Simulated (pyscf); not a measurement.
PySCF, gas phase, ωB97X-D3(BJ)/def2-SVP geometries.

Q: Estimate the classical barrier height and the reaction energy of HN=SiH–Cl + ammonia (NH₃) → HN=SiH–NH₂ + hydrogen chloride (HCl) at ωB97M-D3(BJ)/def2-TZVP. The step runs on the singlet surface, breaks Cl–Si, H–N and forms N–Si, Cl–H; take the separated reactants as zero.

A: ΔE‡ = 0.39 eV, ΔE = +0.23 eV. Zero-point energy shifts the barrier by -0.05 eV. It is a four-centre exchange, with an imaginary mode of 757i cm⁻¹. On the reactant side the descent ends in an adduct with a N–Si contact (not fully relaxed), 1.14 eV under the separated species and 1.54 eV under the saddle at ωB97X-D3(BJ)/def2-TZVP. What is counted as formed (N–Si) is already present as a longer contact in the reactant adduct; forming that adduct is a step of its own. The same reactants have a lower exit, to H₂N–SiH(NH₂)–Cl (barrier -0.80 eV at ωB97M-D3(BJ)/def2-TZVP, against +0.39 eV here). HN=SiH–Cl lies 1.14 eV over its isomer H₂N–Si:–Cl [singlet] (electronic energy, ωB97M-D3(BJ)/def2-TZVP). HN=SiH–NH₂ lies 0.90 eV over its isomer H₂N–Si:–NH₂ [singlet] (electronic energy, ωB97M-D3(BJ)/def2-TZVP). This is the saddle that the search found; another between the same sides may lie lower.
